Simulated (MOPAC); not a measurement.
MOPAC input (MNDO):

```
MNDO PRECISE GNORM=0.05 LET XYZ CHARGE=-1 GEO-OK AUX(PRECISION=9) THREADS=1
CHF2

C    -0.14705728 1   -0.01302798 1    0.65292698 1
F     0.01653730 1    1.14223575 1   -0.25159314 1
F    -0.01718667 1   -1.12927050 1   -0.30451251 1
H     0.88818797 1   -0.03851944 1    1.08738899 1
```

From the last part of the output:

```
                                                       MOPAC v23.2.5 Linux

          FINAL HEAT OF FORMATION =        -93.74103 KCAL/MOL =    -392.21248 KJ/MOL

          COSMO AREA              =         71.06 SQUARE ANGSTROMS
          COSMO VOLUME            =         52.44 CUBIC ANGSTROMS

          GRADIENT NORM           =          0.03996          =       0.01998 PER ATOM
          IONIZATION POTENTIAL    =          1.125986 EV
          HOMO LUMO ENERGIES (EV) =         -1.126 11.101
          NO. OF FILLED LEVELS    =         10
          MOLECULAR WEIGHT        =         51.0157         POINT GROUP:  Cs

          MOLECULAR DIMENSIONS (Angstroms)

            Atom       Atom       Distance
            F     3    F     2     2.17014
            H     4    F     2     1.70693
            F     2    C     1     0.47923

          SCF CALCULATIONS        =         13

   ATOM   CHEMICAL          X               Y               Z
  NUMBER   SYMBOL      (ANGSTROMS)     (ANGSTROMS)     (ANGSTROMS)

     1       C         -0.07632793  *  -0.01202430  *   0.56483869  *
     2       F         -0.01197718  *   1.09100145  *  -0.22922091  *
     3       F         -0.04418538  *  -1.07831366  *  -0.27976283  *
     4       H          0.88504064  *  -0.04077958  *   1.18689233  *

                             CARTESIAN COORDINATES

   1    C       -0.076327933    -0.012024305     0.564838688
   2    F       -0.011977179     1.091001446    -0.229220908
   3    F       -0.044185378    -1.078313658    -0.279762828
   4    H        0.885040645    -0.040779579     1.186892334

           Empirical Formula: C H F2  =     4 atoms

      MOLECULAR POINT GROUP   :   Cs

                  EIGENVALUES
 -40.03918 -35.18231 -16.24225 -10.91421 -10.66826  -9.39702  -8.22546  -7.89677
  -6.74691  -1.12599  11.10106  12.96693  13.08757

              NET ATOMIC CHARGES AND DIPOLE CONTRIBUTIONS

  ATOM NO.   TYPE          CHARGE      No. of ELECS.   s-Pop       p-Pop
    1          C          -0.201014        4.2010     1.48955     2.71146
    2          F          -0.331786        7.3318     1.88548     5.44630
    3          F          -0.331790        7.3318     1.88548     5.44631
    4          H          -0.135410        1.1354     1.13541
 DIPOLE           X         Y         Z       TOTAL
 POINT-CHG.    -0.515     0.023    -0.665     0.842
 HYBRID         1.657    -0.008    -0.729     1.811
 SUM            1.142     0.016    -1.394     1.803

          ATOMIC ORBITAL ELECTRON POPULATIONS

     Atom    s        px        py        pz
    1  C   1.48955   1.28080   0.57813   0.85254
    2  F   1.88548   1.98421   1.64697   1.81513
    3  F   1.88548   1.98497   1.66775   1.79359
    4  H   1.13541

 **********************
 *                    *
 * JOB ENDED NORMALLY *
 *                    *
 **********************

 == MOPAC DONE ==
```

The dipole moment of an ion depends on the origin.
